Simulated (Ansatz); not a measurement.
in.yaml

```yaml
crystal:
  periodic: [false, false, false]
  atoms:
    - {symbol: Si, position_ang: [0.000000, 0.000000, 0.000000]}
    - {symbol: Si, position_ang: [0.000000, 0.000000, 2.533000]}
basis:
  gaussian: {orbitals: cc-pVDZ}
magnetization: {spin_polarized: true, initial_magnetization: 2}
correlation: {method: ccsdt_q, electrons: outside_noble_gas}
```

```sh
$ ansatz run in.yaml --threads 1 --pin off --events-out ev --progress --plain --max-ram 2393MiB
```

**Question.** Roughly how long does this take on 1 thread of Arm Neoverse V1, shared host, and how much host memory?

**Answer.** 19 s wall and 0.17 GiB.

```
661 factors; integrals over basis functions are off by at most 1.4e-7 eV
mean field evaluation 1: about -15720.6609 eV, gradient 4.2e0 eV
mean field evaluation 2: about -15720.7503 eV, gradient 4.5e0 eV
mean field evaluation 4: about -15721.1121 eV, gradient 3.8e-1 eV
mean field evaluation 8: about -15721.1209 eV, gradient 3.8e-4 eV
mean field evaluation 16: about -15721.1531 eV, gradient 3.5e-1 eV
mean field evaluation 32: about -15721.1768 eV, gradient 1.1e-1 eV
mean field evaluation 64: about -15721.1210 eV, gradient 6.0e-3 eV
mean field evaluation 96: about -15719.0249 eV, gradient 8.4e0 eV
mean field evaluation 128: about -15721.1259 eV, gradient 2.4e-1 eV
mean field evaluation 160: about -15720.3545 eV, gradient 4.3e-1 eV
...
cycle   8  -4.87677690 eV  change   -7.2e-4 eV  update   3.8e-4
cycle   9  -4.87697098 eV  change   -1.9e-4 eV  update   1.5e-4
cycle  10  -4.87678768 eV  change    1.8e-4 eV  update   6.7e-5
cycle  11  -4.87683112 eV  change   -4.3e-5 eV  update   3.4e-5
cycle  12  -4.87684604 eV  change   -1.5e-5 eV  update   1.4e-5
cycle  13  -4.87686586 eV  change   -2.0e-5 eV  update   6.7e-6
cycle  14  -4.87686671 eV  change   -8.5e-7 eV  update   2.7e-6
cycle  15  -4.87686379 eV  change    2.9e-6 eV  update   1.4e-6
cycle  16  -4.87686263 eV  change    1.2e-6 eV  update   5.6e-7
cycle  17  -4.87686265 eV  change   -2.2e-8 eV  update   2.6e-7
perturbative correction -0.02560336 eV, -0.0009409061 hartree
Total energy: -15726.02346296 eV, -577.9207027822 hartree
```
